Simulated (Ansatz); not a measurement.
**NaF: vertical ionisation energy**

How much energy removes an electron from NaF at fixed geometry? The cation is run at each level and the neutral's energy taken from earlier runs.

Computed with Ansatz 0.2.0, Gaussian basis. Level: unrestricted cation, the program's frozen cores in correlated methods.

Plan: UKS PBE-D4/def2-TZVPP; UKS r2SCAN-D4/def2-TZVPP; UKS PBE0-D4/def2-TZVPP; UKS B3LYP-D4/def2-TZVPP; UKS wB97X-V/def2-TZVPP; UKS wB97M-V/def2-TZVPP; UKS B2PLYP/def2-TZVPP; UHF-CCSD(T)/def2-TZVPP; UHF-CCSD(T)/def2-QZVPP; extrapolation to the limit; then −ε(HOMO) from the neutral's earlier runs with LDA (SPW92), PBE-D4, revPBE-D4, BLYP-D4, r2SCAN-D4, B97M-V, PBE0-D4, B3LYP-D4, r2SCANh-D4, r2SCAN0-D4, HSE06-D4, BHLYP-D4, CAM-B3LYP-D4, LC-ωPBE, ωB97X-V, ωB97M-V.

## (1) The geometry

The geometry comes from an earlier relaxation with PBE0-D4 in a triple-zeta def2 set; it is a stationary point.

SMILES `[F][Na]`, 2 atoms, charge 0, spin multiplicity 1.

Atoms are counted from 1 here; the program's logs count them from 0.

Bond lengths: F1–Na2 1.922 Å.

Coordinates:

```xyz
2
charge 0, multiplicity 1
F    -0.8041    0.2401   -0.4224
Na    0.8336   -0.3003    0.4265
```

## (2) Cation, UKS PBE-D4/def2-TZVPP

Input file in.yaml:

```yaml
crystal:
  periodic: [false, false, false]
  atoms:
    - {symbol: F, position_ang: [-0.804147, 0.240140, -0.422375]}
    - {symbol: Na, position_ang: [0.833647, -0.300340, 0.426475]}
basis:
  gaussian: {orbitals: def2-TZVPP}
total_charge: 1
magnetization: {spin_polarized: true, initial_magnetization: 1}
hamiltonian: {xc: pbe, dispersion: d4}
```

After this run come: Cation, UKS r2SCAN-D4/def2-TZVPP; Cation, UKS PBE0-D4/def2-TZVPP; Cation, UKS B3LYP-D4/def2-TZVPP; Cation, UKS wB97X-V/def2-TZVPP; Cation, UKS wB97M-V/def2-TZVPP; Cation, UKS B2PLYP (frozen core)/def2-TZVPP; Cation, UHF-CCSD(T)/def2-TZVPP; Cation, UHF-CCSD(T)/def2-QZVPP.

Before running them: what should the planned runs give, taken together? Wanted: ionisation energy, CCSD(T)/CBS; nearest functional by difference; nearest −ε(HOMO); −ε(HOMO) of PBE; T1 of the cation.

As calculated:

| quantity | value |
| --- | --- |
| ionisation energy, CCSD(T)/CBS | 10.31 eV |
| nearest functional by difference | B3LYP-D4 (+0.05 eV) |
| nearest −ε(HOMO) | LC-ωPBE (-0.75 eV) |
| −ε(HOMO) of PBE | 4.95 eV |
| T1 of the cation | 0.006 |

Energy differences with functionals land within 0.22 eV of the reference. The PBE orbital energy is 5.4 eV too small: a semilocal HOMO is no ionisation energy. Among orbital estimates LC-ωPBE comes nearest. Hartree-Fock falls 2.22 eV short, as the neutral has more correlation energy than the cation. Correlated methods include outer-core shells of Na, which these sets cover unevenly.
